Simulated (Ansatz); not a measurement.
# CH4 (singlet): wave-function methods side by side at distance C1–H3 = 1.713 Å, 6-31G

How much of the correlation energy of CH4 (singlet) does each wave-function method recover here?

Method: 6-31G, core rule «outside noble gas», up to 1 orbitals frozen; program: Ansatz 0.2.0, Gaussian basis.

Plan: UHF; CCSD(T) on RHF; CCSD(T) on UHF; BCCD(T) on RHF; CISD; CCSDT(Q) on RHF; CCSDT(Q) on UHF; CISDTQ; CCSDTQ on RHF; CCSDTQ on UHF; CASSCF and MRCISD+Q, 2 electrons in 2 orbitals; CASSCF and NEVPT2, 2 electrons in 2 orbitals; CASSCF and MRCISD+Q, 8 electrons in 8 orbitals; CASSCF and MRCISD+Q(relaxed), 8 electrons in 8 orbitals; CASSCF and NEVPT2, 8 electrons in 8 orbitals; Full CI.

18 further runs of the same task are left out: 13 that didn't finish, 5 set aside as unsound or not needed.

## (1) The system

The geometry derives from a PBE0/def2-TZVP stationary point (not a proven minimum). One bond is set to the value named and the two fragments are kept rigid.

5 atoms, charge 0, spin multiplicity 1.

Atoms are counted from 1 here; the program's logs count them from 0.

Bond lengths: C1–H2 1.090 Å, C1–H4 1.090 Å, C1–H5 1.090 Å. Angles: H2–C1–H4 109.5°, H2–C1–H5 109.5°, H4–C1–H5 109.5°.

## (2) UHF

Input file in.yaml:

```yaml
crystal:
  periodic: [false, false, false]
  atoms:
    - {symbol: C, position_ang: [0.022702, 0.022528, -0.022608]}
    - {symbol: H, position_ang: [0.650739, 0.652539, 0.606614]}
    - {symbol: H, position_ang: [-0.970213, -0.962764, 0.966172]}
    - {symbol: H, position_ang: [-0.603892, 0.650693, -0.655105]}
    - {symbol: H, position_ang: [0.652841, -0.608916, -0.648282]}
basis:
  gaussian: {orbitals: 6-31G}
magnetization: {spin_polarized: true, initial_magnetization: 0}
hamiltonian: {xc: hf}
output: {orbitals: {seedname: orbitals}}
```

Command:

```
$ ansatz run in.yaml --threads 1 --pin off --events-out ev --progress --plain --max-ram 2393MiB
```

Further steps of the session: CCSD(T) on RHF; CCSD(T) on UHF; BCCD(T) on RHF; CISD; CCSDT(Q) on RHF; CCSDT(Q) on UHF; CISDTQ; CCSDTQ on RHF; CCSDTQ on UHF; CASSCF and MRCISD+Q, 2 electrons in 2 orbitals; CASSCF and NEVPT2, 2 electrons in 2 orbitals; CASSCF and MRCISD+Q, 8 electrons in 8 orbitals; CASSCF and MRCISD+Q(relaxed), 8 electrons in 8 orbitals; CASSCF and NEVPT2, 8 electrons in 8 orbitals; Full CI.

Before running them: what should the planned runs give, taken together? Wanted: FCI below the RHF energy; RMP2 from FCI; RCCSD from FCI; RCCSD(T) from FCI; RCCSDT(Q) from FCI; NEVPT2 pair from FCI; MRCISD+Q pair from FCI; NEVPT2 valence from FCI; T1 diagnostic.

The runs gave:

| quantity | value |
| --- | --- |
| FCI below the RHF energy | -3.8141 eV |
| RMP2 from FCI | +838.6 meV |
| RCCSD from FCI | +91.2 meV |
| RCCSD(T) from FCI | +11.5 meV |
| RCCSDT(Q) from FCI | +0.2 meV |
| NEVPT2 pair from FCI | +498.2 meV |
| MRCISD+Q pair from FCI | +15.2 meV |
| NEVPT2 valence from FCI | +211.5 meV |
| levels within 1 kcal/mol (43 meV) | RCCSD(T), BCCD(T), RCCSDT, CISDTQ, RCCSDT(Q), RCCSDTQ, MRCISD+Q pair, MRCISD valence, MRCISD+Q valence, MRCISD+Q(relaxed) valence |
| T1 diagnostic | 0.012 |
| effectively unpaired electrons | 0.10 |

**Reading.** RCCSD(T) lands +11.5 meV from the yardstick (0.3 % of the correlation energy). MRCISD+Q(relaxed) valence falls below full CI: the +Q correction isn't variational, and the cores differ from full CI's. One determinant dominates. Of the multireference levels listed MRCISD+Q valence comes nearest in total energy (+1.2 meV), which doesn't show that its space is the better one. These misses are within one basis, not against nature.
